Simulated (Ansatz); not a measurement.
# BCO (doublet): from Hartree-Fock to the top rungs at distance C1–B2 = 2.438 Å, cc-pVDZ

Aim: climb from Hartree-Fock through coupled cluster and multireference methods for BCO (doublet) at one geometry and basis, and see what each rung misses.

Program: Ansatz 0.2.0, Gaussian basis. Level of theory: cc-pVDZ, core rule «outside noble gas», up to 3 orbitals frozen. These are calculated values, not measurements.

The runs, in order: UHF; CCSD(T) on ROHF; CCSD(T) on UHF; BCCD(T) on ROHF; CISD; CCSDT(Q) on ROHF; CCSDT(Q) on UHF; CASSCF and MRCISD+Q, 3 electrons in 3 orbitals; CASSCF and NEVPT2, 3 electrons in 3 orbitals; CASSCF and NEVPT2, 11 electrons in 11 orbitals.

19 further runs of the same task are left out: 2 for a known fault of the program, 1 for a mislabelled method, 11 that didn't finish, 5 set aside as unsound or not needed.

## (1) The geometry

The geometry derives from a PBE0/def2-TZVP stationary point (not a proven minimum). One bond is set to the value named and the two fragments are kept rigid.

3 atoms, charge 0, spin multiplicity 2.

Atoms are counted from 1 here; the program's logs count them from 0.

Bond lengths: B2–O3 1.208 Å.

## (2) UHF

Input file in.yaml:

```yaml
crystal:
  periodic: [false, false, false]
  atoms:
    - {symbol: C, position_ang: [0.000000, 0.000000, 2.027967]}
    - {symbol: B, position_ang: [0.000000, 0.000000, -0.410033]}
    - {symbol: O, position_ang: [0.000000, 0.000000, -1.617933]}
basis:
  gaussian: {orbitals: cc-pVDZ}
magnetization: {spin_polarized: true, initial_magnetization: 1}
hamiltonian: {xc: hf}
output: {orbitals: {seedname: orbitals}}
```

Run with:

```sh
ansatz run in.yaml --threads 1 --pin off --events-out ev --progress --plain --max-ram 2393MiB
```

Further steps of the session: CCSD(T) on ROHF; CCSD(T) on UHF; BCCD(T) on ROHF; CISD; CCSDT(Q) on ROHF; CCSDT(Q) on UHF; CASSCF and MRCISD+Q, 3 electrons in 3 orbitals; CASSCF and NEVPT2, 3 electrons in 3 orbitals; CASSCF and NEVPT2, 11 electrons in 11 orbitals.

**Question.** What will the summary of the whole plan be? Wanted: RCCSDT(Q) below the RHF energy; RMP2 from RCCSDT(Q); UMP2 from RCCSDT(Q); RCCSD from RCCSDT(Q); RCCSD(T) from RCCSDT(Q); UCCSD(T) from RCCSDT(Q); UCCSDT(Q) from RCCSDT(Q); NEVPT2 pair from RCCSDT(Q); MRCISD+Q pair from RCCSDT(Q).

As calculated:

```
                         quantity                      value
   RCCSDT(Q) below the RHF energy                -10.7477 eV
              RMP2 from RCCSDT(Q)            +33.57 kcal/mol
              UMP2 from RCCSDT(Q)            +37.71 kcal/mol
             RCCSD from RCCSDT(Q)            +12.04 kcal/mol
          RCCSD(T) from RCCSDT(Q)             +1.93 kcal/mol
          UCCSD(T) from RCCSDT(Q)             +3.53 kcal/mol
         UCCSDT(Q) from RCCSDT(Q)             -0.19 kcal/mol
       NEVPT2 pair from RCCSDT(Q)            +23.89 kcal/mol
     MRCISD+Q pair from RCCSDT(Q)             +5.33 kcal/mol
    NEVPT2 valence from RCCSDT(Q)            +26.00 kcal/mol
levels within 1 kcal/mol (43 meV)  RCCSDT, UCCSDT, UCCSDT(Q)
                    T1 diagnostic                      0.034
   effectively unpaired electrons                       1.31
```

RCCSD(T) lands +1.93 kcal/mol from the yardstick (0.8 % of the correlation energy). CCSD(T) misses by +1.93 kcal/mol on the restricted determinant and by +3.53 kcal/mol on the unrestricted one; the two need not hold the same state or core. The occupations show some static correlation. Of the multireference levels listed MRCISD+Q pair comes nearest in total energy (+5.33 kcal/mol), which doesn't show that its space is the better one. These misses are within one basis, not against nature; the frozen cores of restricted and unrestricted runs differ, which can shift their rows.
